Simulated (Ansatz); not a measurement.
# C₃H₆O₂, SMILES C=C(O)CO: a ranking of conformers

Computed with Ansatz 0.2.0 through its Python package.

Run as a notebook:

**Cell 1**
```python
import ansatz as az
from rdkit import Chem
from rdkit.Chem import AllChem
```

**Cell 2**
```python
config = {
    "basis": "def2-SVP",
    "method": "MP2",
}
```

**Cell 3**
```python
rd = Chem.AddHs(Chem.MolFromSmiles("C=C(O)CO"))
ids = list(AllChem.EmbedMultipleConfs(rd, numConfs=20, randomSeed=39, pruneRmsThresh=0.4))
field = [energy for _, energy in AllChem.MMFFOptimizeMoleculeConfs(rd)]
distinct = {round(e, 2): i for i, e in zip(ids, field)}
chosen = sorted(distinct.items())[:5]
found = []
for force_field, index in chosen:
    c3h6o2 = az.Crystal.molecule()
    for atom, xyz in zip(rd.GetAtoms(), rd.GetConformer(index).GetPositions()):
        c3h6o2 = c3h6o2.atom(atom.GetSymbol(), xyz.round(5).tolist())
    model = c3h6o2.calculation()
    model = model.basis(gaussian=config["basis"]).correlation(config["method"], electrons="valence")
    model = model.accuracy("medium")
    found.append(model.run(threads=1, backend="cpu").report["free_energy_ev"])
print("conformer   MMFF (kcal/mol)   this level (eV)")
for (force_field, index), e in zip(chosen, found):
    print(f"{index:9d} {force_field - chosen[0][0]:17.2f} {(e - min(found)):17.3f}")
```
Output:
```text
conformer   MMFF (kcal/mol)   this level (eV)
        2              0.00             0.000
        1              4.90             0.042
```

Reading the output:
- These settings explore the input space; basis and method may be short of convergence.
- The conformers keep their force-field geometries.
- Finished in 5.7 s on 1 thread of Arm Neoverse N1, with other jobs on the host, peak memory 0.29 GiB.
